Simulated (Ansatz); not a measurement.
Relaxation of AlH₅N₂ (8 atoms, charge 0, multiplicity 1), to a largest force component of 0.03 eV/Å in at most 50 steps.

Method: Ansatz 0.2.0, RKS B3LYP-D4/def2-SVP.

```xyz
8
Properties=species:S:1:pos:R:3:forces:R:3
Al 0.079 -0.215 0.186 2.36 0.30 0.14
H 0.496 -0.865 1.526 -1.19 -0.65 0.86
N 1.867 0.181 -0.025 -1.12 0.32 -0.95
H 2.452 -0.179 0.723 -0.03 0.00 0.01
H 2.438 0.644 -0.726 0.01 0.01 -0.02
N -1.358 0.079 -0.797 -0.03 -0.01 0.01
H -2.310 -0.148 -0.525 0.03 -0.01 0.00
H -1.353 0.503 -1.718 -0.02 0.03 -0.04
```

**Question.** Where does it end, and by what steps?

**Answer.** The forces met the threshold. After 6 steps the energy has fallen by 0.634 eV; H2 moved furthest, 0.64 Å.

```json
{"step": "0", "energy less start (eV)": "0.0000", "largest force component (eV/Å)": "2.365", "accepted": "yes"}
{"step": "1", "energy less start (eV)": "-0.3604", "largest force component (eV/Å)": "1.396", "accepted": "yes"}
{"step": "2", "energy less start (eV)": "-0.5346", "largest force component (eV/Å)": "0.638", "accepted": "yes"}
{"step": "3", "energy less start (eV)": "-0.5538", "largest force component (eV/Å)": "0.679", "accepted": "yes"}
{"step": "4", "energy less start (eV)": "-0.6326", "largest force component (eV/Å)": "0.091", "accepted": "yes"}
{"step": "5", "energy less start (eV)": "-0.6340", "largest force component (eV/Å)": "0.068", "accepted": "yes"}
{"step": "6", "energy less start (eV)": "-0.6345", "largest force component (eV/Å)": "0.003", "accepted": "yes"}
```

```xyz
8
Properties=species:S:1:pos:R:3
Al 0.184 -0.287 0.350
H -0.091 -1.038 1.712
N 1.844 0.183 -0.079
H 2.652 -0.004 0.507
H 2.139 0.667 -0.921
N -1.170 0.083 -0.742
H -2.135 -0.164 -0.547
H -1.114 0.559 -1.637
```

The run took 13 s on 1 thread of Arm Neoverse V2 (shared host), peak memory 0.13 GiB.
